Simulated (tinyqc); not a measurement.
CCSD on RHF in the sto-3g basis, frozen core, for H2O, spin multiplicity 1, step by step. One step of it, computed by the program tinyqc.

Problem. Iteration 1: building the Fock matrix. J_ij = sum D_kl (ij|kl), K_ij = sum D_kl (ik|jl); F = H + J - 0.5 K; E = tr D H + tr D J / 2 - 0.25 tr D K + E_nn.

D at the start, lower triangle:
```
            1O 1s      1O 2s    1O 2px     1O 2py     1O 2pz     2H 1s     3H 1s
1O 1s    2.127983
1O 2s   -0.556440   2.415933
1O 2px   0.000000   0.000000  2.000000
1O 2py   0.000000   0.000000  0.000000   2.177163
1O 2pz  -0.035800   0.203456  0.000000   0.000000   2.135570
2H 1s    0.058274  -0.249356  0.000000  -0.241892  -0.195701  0.067021
3H 1s    0.058274  -0.249356  0.000000   0.241892  -0.195701  0.013270  0.067021
```

core Hamiltonian H = T + V (hartree), lower triangle:
```
             1O 1s      1O 2s     1O 2px     1O 2py     1O 2pz      2H 1s      3H 1s
1O 1s   -32.523840
1O 2s    -7.566156  -9.149382
1O 2px    0.000000   0.000000  -7.303832
1O 2py    0.000000   0.000000   0.000000  -7.384675
1O 2pz   -0.014525  -0.179326   0.000000   0.000000  -7.378448
2H 1s    -1.061997  -2.589641   0.000000  -1.394881  -1.390640  -4.357046
3H 1s    -1.061997  -2.589641   0.000000   1.394881  -1.390640  -1.091648  -4.357046
```

Two-electron integrals (ij|kl) in chemists' order, unique and non-zero (hartree):
```
(11|11) 4.785065    (21|11) 0.741380    (21|21) 0.136873    (22|11) 1.118947
(22|21) 0.256633    (22|22) 0.817206    (31|31) 0.024477    (32|31) 0.037809
(32|32) 0.180518    (33|11) 1.115814    (33|21) 0.256684    (33|22) 0.817023
(33|33) 0.880159    (41|41) 0.024477    (42|41) 0.037809    (42|42) 0.180518
(43|43) 0.047444    (44|11) 1.115814    (44|21) 0.256684    (44|22) 0.817023
(44|33) 0.785270    (44|44) 0.880159    (51|51) 0.024477    (52|51) 0.037809
(52|52) 0.180518    (53|53) 0.047444    (54|54) 0.047444    (55|11) 1.115814
(55|21) 0.256684    (55|22) 0.817023    (55|33) 0.785270    (55|44) 0.785270
(55|55) 0.880159    (61|11) 0.104321    (61|21) 0.019116    (61|22) 0.035678
(61|33) 0.035608    (61|41) 0.000626    (61|42) 0.001182    (61|44) 0.035719
(61|51) 0.000601    (61|52) 0.001135    (61|54) 0.000107    (61|55) 0.035711
(61|61) 0.002703    (62|11) 0.278147    (62|21) 0.064701    (62|22) 0.231137
(62|33) 0.227037    (62|41) 0.003502    (62|42) 0.027839    (62|44) 0.233314
(62|51) 0.003364    (62|52) 0.026745    (62|54) 0.006031    (62|55) 0.232831
(62|61) 0.009231    (62|62) 0.084000    (63|31) 0.006466    (63|32) 0.038735
(63|43) 0.005638    (63|53) 0.005416    (63|63) 0.011397    (64|11) 0.151946
(64|21) 0.035775    (64|22) 0.136455    (64|33) 0.130407    (64|41) 0.008150
(64|42) 0.054119    (64|44) 0.145172    (64|51) 0.001618    (64|52) 0.014779
(64|54) 0.008769    (64|55) 0.133628    (64|61) 0.005307    (64|62) 0.060299
(64|64) 0.054194    (65|11) 0.145976    (65|21) 0.034370    (65|22) 0.131094
(65|33) 0.125284    (65|41) 0.001618    (65|42) 0.014779    (65|44) 0.128637
(65|51) 0.008020    (65|52) 0.052934    (65|54) 0.008859    (65|55) 0.139211
(65|61) 0.005098    (65|62) 0.057930    (65|64) 0.041116    (65|65) 0.050897
(66|11) 0.446733    (66|21) 0.105575    (66|22) 0.434476    (66|33) 0.417828
(66|41) 0.006797    (66|42) 0.076186    (66|44) 0.443526    (66|51) 0.006530
(66|52) 0.073193    (66|54) 0.024688    (66|55) 0.441546    (66|61) 0.015157
(66|62) 0.207395    (66|64) 0.169940    (66|65) 0.163264    (66|66) 0.774606
(71|11) 0.104321    (71|21) 0.019116    (71|22) 0.035678    (71|33) 0.035608
(71|41) -0.000626   (71|42) -0.001182   (71|44) 0.035719    (71|51) 0.000601
(71|52) 0.001135    (71|54) -0.000107   (71|55) 0.035711    (71|61) 0.002669
(71|62) 0.008985    (71|64) 0.004759    (71|65) 0.004967    (71|66) 0.014660
(71|71) 0.002703    (72|11) 0.278147    (72|21) 0.064701    (72|22) 0.231137
(72|33) 0.227037    (72|41) -0.003502   (72|42) -0.027839   (72|44) 0.233314
(72|51) 0.003364    (72|52) 0.026745    (72|54) -0.006031   (72|55) 0.232831
(72|61) 0.008985    (72|62) 0.068370    (72|64) 0.033969    (72|65) 0.045926
(72|66) 0.138044    (72|71) 0.009231    (72|72) 0.084000    (73|31) 0.006466
(73|32) 0.038735    (73|43) -0.005638   (73|53) 0.005416    (73|63) 0.008988
(73|73) 0.011397    (74|11) -0.151946   (74|21) -0.035775   (74|22) -0.136455
(74|33) -0.130407   (74|41) 0.008150    (74|42) 0.054119    (74|44) -0.145172
(74|51) -0.001618   (74|52) -0.014779   (74|54) 0.008769    (74|55) -0.133628
(74|61) -0.004759   (74|62) -0.033969   (74|64) -0.008285   (74|65) -0.022371
(74|66) -0.062255   (74|71) -0.005307   (74|72) -0.060299   (74|74) 0.054194
(75|11) 0.145976    (75|21) 0.034370    (75|22) 0.131094    (75|33) 0.125284
(75|41) -0.001618   (75|42) -0.014779   (75|44) 0.128637    (75|51) 0.008020
(75|52) 0.052934    (75|54) -0.008859   (75|55) 0.139211    (75|61) 0.004967
(75|62) 0.045926    (75|64) 0.022371    (75|65) 0.039393    (75|66) 0.101316
(75|71) 0.005098    (75|72) 0.057930    (75|74) -0.041116   (75|75) 0.050897
(76|11) 0.105962    (76|21) 0.024925    (76|22) 0.098225    (76|33) 0.095617
(76|44) 0.097182    (76|51) 0.001907    (76|52) 0.018798    (76|55) 0.101764
(76|61) 0.003530    (76|62) 0.037001    (76|64) 0.023063    (76|65) 0.028698
(76|66) 0.100540    (76|71) 0.003530    (76|72) 0.037001    (76|74) -0.023063
(76|75) 0.028698    (76|76) 0.021238    (77|11) 0.446733    (77|21) 0.105575
(77|22) 0.434476    (77|33) 0.417828    (77|41) -0.006797   (77|42) -0.076186
(77|44) 0.443526    (77|51) 0.006530    (77|52) 0.073193    (77|54) -0.024688
(77|55) 0.441546    (77|61) 0.014660    (77|62) 0.138044    (77|64) 0.062255
(77|65) 0.101316    (77|66) 0.311618    (77|71) 0.015157    (77|72) 0.207395
(77|74) -0.169940   (77|75) 0.163264    (77|76) 0.100540    (77|77) 0.774606
```

nuclear repulsion = 7.58366320 hartree

Give: Coulomb J; exchange K; Fock matrix F; total energy of this density.

Solution.

Coulomb J (hartree), lower triangle:
```
         1O 1s   1O 2s  1O 2px  1O 2py  1O 2pz  2H 1s  3H 1s
1O 1s   18.653
1O 2s    3.559   8.831
1O 2px   0.000   0.000   8.826
1O 2py   0.000   0.000   0.000   8.823
1O 2pz   0.003  -0.001   0.000   0.000   8.822
2H 1s    0.497   2.412   0.000   1.397   1.340  4.347
3H 1s    0.497   2.412   0.000  -1.397   1.340  0.996  4.347
```

exchange K (hartree), lower triangle:
```
        1O 1s  1O 2s  1O 2px  1O 2py  1O 2pz  2H 1s  3H 1s
1O 1s   9.847
1O 2s   1.720  2.869
1O 2px  0.000  0.000   2.366
1O 2py  0.000  0.000   0.000   2.366
1O 2pz  0.001  0.005   0.000   0.000   2.363
2H 1s   0.255  0.676   0.000   0.293   0.280  0.261
3H 1s   0.255  0.676   0.000  -0.293   0.280  0.164  0.261
```

Fock matrix F (hartree), lower triangle:
```
          1O 1s   1O 2s  1O 2px  1O 2py  1O 2pz   2H 1s   3H 1s
1O 1s   -18.795
1O 2s    -4.867  -1.753
1O 2px    0.000   0.000   0.339
1O 2py    0.000   0.000   0.000   0.255
1O 2pz   -0.012  -0.183   0.000   0.000   0.262
2H 1s    -0.692  -0.515   0.000  -0.145  -0.191  -0.141
3H 1s    -0.692  -0.515   0.000   0.145  -0.191  -0.178  -0.141
```

total energy of this density = -73.27751 hartree
